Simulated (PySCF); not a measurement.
Results of a calculation; reference values are marked as such.
**SiH3O2**

SiH3O2 is a small molecule (built as: Si site whose three back bonds go to OH, OH, H), neutral, doublet. The structure, one conformer, was relaxed in the gas phase by PBE0-D3(BJ)/def2-SVP. No frequency run checks that it is a minimum.

SMILES: O[SiH]O

Coordinates in Å:
```
Si1    -0.457   -0.098   -0.393
O2     -0.266   -1.281    0.755
O3      0.821    0.968   -0.243
H4     -1.775    0.536   -0.053
H5      0.590   -1.720    0.776
H6      1.039    1.480   -1.027
```

EPR values by unrestricted B3LYP, IGLO-III on O Si, pcH-1 on H.

Q: Predict g and the largest hyperfine couplings. Where does the spin sit?

A: g = 2.0008, 2.0018, 2.0022. The spin sits on Si1 (80 %, bonded to 2 O + 1 H) by Mulliken populations.
```json
{"atom": "Si1", "isotope": "29Si", "isotropic (MHz)": "-689.3", "dipolar, principal values (MHz)": "-129.1, 62.9, 66.2"}
{"atom": "H4", "isotope": "1H", "isotropic (MHz)": "221.0", "dipolar, principal values (MHz)": "-5.6, -1.2, 6.8"}
{"atom": "O3", "isotope": "17O", "isotropic (MHz)": "-17.9", "dipolar, principal values (MHz)": "-33.6, 16.0, 17.6"}
{"atom": "O2", "isotope": "17O", "isotropic (MHz)": "-10.8", "dipolar, principal values (MHz)": "-29.9, 14.4, 15.4"}
{"atom": "H6", "isotope": "1H", "isotropic (MHz)": "-4.1", "dipolar, principal values (MHz)": "-10.6, -4.1, 14.7"}
{"atom": "H5", "isotope": "1H", "isotropic (MHz)": "-5.4", "dipolar, principal values (MHz)": "-8.9, -3.9, 12.8"}
```

Q: How do the isotropic couplings move with BHandHLYP?

A: Si1 -689.3 to -724.5 MHz, H4 221.0 to 222.4 MHz, O3 -17.9 to -22.0 MHz, O2 -10.8 to -15.7 MHz.
